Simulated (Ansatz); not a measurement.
# CClF3: the cost of one run

Program: Ansatz 0.2.0, driven from Python. The levels of theory stand in the script. These are calculated values, not measurements.

### 1 Starting point

Bond lengths: F1–C2 1.372 Å, C2–F3 1.381 Å, C2–F4 1.393 Å, C2–Cl5 1.758 Å. Angles: F1–C2–F3 109.5°, F1–C2–F4 103.9°, F1–C2–Cl5 112.9°, F3–C2–F4 110.8°, F3–C2–Cl5 110.6°, F4–C2–Cl5 109.0°.

No structure file is read: the coordinates are typed or built in the script.

### 2 Script

Input file methods_cclf3.py:

```python
# -*- coding: utf-8 -*-
from dataclasses import dataclass
from pathlib import Path

import ansatz
import numpy as np


@dataclass
class RunConfig:
    basis_set: str = 'cc-pVDZ'


settings = RunConfig()

molecule = (
    ansatz.Crystal.molecule()
    .atom('F', (0.2425, -0.0117, 1.3673))
    .atom('C', (-0.0209, -0.0588, 0.0214))
    .atom('F', (-1.3248, -0.4664, -0.1784))
    .atom('F', (0.8744, -1.0096, -0.4627))
    .atom('Cl', (0.2786, 1.4728, -0.789))
)

job = molecule.calculation().basis(gaussian=settings.basis_set)

print('functional    E (Ha)        dipole (D)   HOMO (eV)  LUMO (eV)')
for name in ['hse06', 'r2scan', 'pbe0', 'pbe', 'lda']:
    data = job.functional(name).forces().orbitals().run(runs_dir='runs').report
    lines = Path(data['orbitals_path']).read_text().splitlines()
    field_of = lambda key: [line.split('=')[1].strip() for line in lines if line.startswith(key)]
    orbitals = [(27.211386 * float(e), s, float(n)) for e, s, n in zip(field_of('Ene='), field_of('Spin='), field_of('Occup='))]
    homo = max(e for e, _, n in orbitals if n > 0.5)
    lumo = min(e for e, _, n in orbitals if n < 0.5)
    dipole = 4.803205 * np.linalg.norm(data['charge_distribution']['dipole_moment_e_ang'])
    print(f'{name:10s} {data["free_energy_ev"] / 27.211386246:14.6f} {dipole:9.3f} {homo:11.3f} {lumo:10.3f}')
```

### 3 What the engine is handed

The package turns the script's settings into the engine's input (first run):

```yaml
crystal:
  periodic: [false, false, false]
  atoms:
    - { symbol: F, position_ang: [0.2425, -0.0117, 1.3673] }
    - { symbol: C, position_ang: [-0.0209, -0.0588, 0.0214] }
    - { symbol: F, position_ang: [-1.3248, -0.4664, -0.1784] }
    - { symbol: F, position_ang: [0.8744, -1.0096, -0.4627] }
    - { symbol: Cl, position_ang: [0.2786, 1.4728, -0.789] }
basis:
  gaussian:
    orbitals: cc-pVDZ
hamiltonian:
  xc: hse06
output:
  orbitals: {}
  forces: true
```

### 4 The run

Run with:

```console
python methods_cclf3.py
```

**Question.** How long does this script take on 1 thread of Arm Neoverse V2, shared host, and how much memory does it need?

About 10 s, with a peak of 0.22 GiB.
